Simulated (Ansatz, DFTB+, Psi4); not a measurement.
Size of the dipole moment: 5 cases among organics with sulfur, in D, species as SMILES. Set-up: LANL2DZ with its own core potentials from Na on; spin-orbit terms left out; dispersion terms only where a functional's name holds one; SCC-DFTB with the Slater-Koster set that CP2K ships; 6-311+G** with 5d, 6d on Na to Ar in Ansatz (a quantum-chemistry and plane-wave program); 6-31G* and kin with 6d, 5d where marked; non-relativistic. Ab initio and DFT and DFTB rows: single points at B3LYP-D3(BJ) geometries (Ansatz).

Measured values: NIST CCCBDB, as tabulated in the package chemicals; dipoles are vibrational averages and may belong to another conformer or a mix. 

| species | atoms | measured | error of B3LYP/LANL2DZ (Ansatz) | error of SCC-DFTB (DFTB+) | error of PBE/6-311+G** (Ansatz) | error of wB97X-D/6-31G* (Psi4) |
|---|---|---|---|---|---|---|
| CS (CH4S) [methanethiol] | 6 | 1.52 | 0.42 | -0.35 | 0.20 | 0.27 |
| C1CS1 | 7 | 1.85 | 0.39 | -0.11 | 0.19 | 0.33 |
| CCS | 9 | 1.52 | 0.42 | -0.32 | 0.26 | 0.33 |
| CSC | 9 | 1.50 | 0.42 | -0.41 | 0.19 | 0.28 |
| CS(C)=O | 10 | 3.96 | 0.91 | -1.80 | 0.09 | 0.01 |

```json
[
 {"level": "B3LYP/LANL2DZ (Ansatz)", "cases": "5", "mean signed error": "0.512", "mean absolute error": "0.512", "median absolute error": "0.420", "largest absolute error": "0.91"},
 {"level": "SCC-DFTB (DFTB+)", "cases": "5", "mean signed error": "-0.598", "mean absolute error": "0.598", "median absolute error": "0.350", "largest absolute error": "1.80"},
 {"level": "PBE/6-311+G** (Ansatz)", "cases": "5", "mean signed error": "0.186", "mean absolute error": "0.186", "median absolute error": "0.190", "largest absolute error": "0.26"},
 {"level": "wB97X-D/6-31G* (Psi4)", "cases": "5", "mean signed error": "0.244", "mean absolute error": "0.244", "median absolute error": "0.280", "largest absolute error": "0.33"}
]
```

B3LYP/LANL2DZ lies above in 5 of 5 cases and within 0.1 D in 0; mean signed error 0.512 D, mean absolute 0.512 D (0.405 over the 2 cases of up to 7 atoms, 0.583 over the larger). These figures hold for the species listed.

How the rows were picked: cases drawn at random among the computed members of the class that have a tabulated value. The batch they came from held 5 cases of this property in the class: 5 with a tabulated value, 0 with clean coupled cluster alone, 0 with neither, which enter no statistics. The levels are drawn from those run on every case listed, the commonest habits more often. No case is left out for the size of its miss. Left out are saddle points of the reference geometry, anions that the best level run finds unbound, excited spin states, species near biochemistry, 298 K rows of species without real B3LYP wavenumbers, cases with under five habitual levels, runs that failed or that the program found above a lower state of the same kind, table entries that another table contradicts, and a share of species set aside by lot.
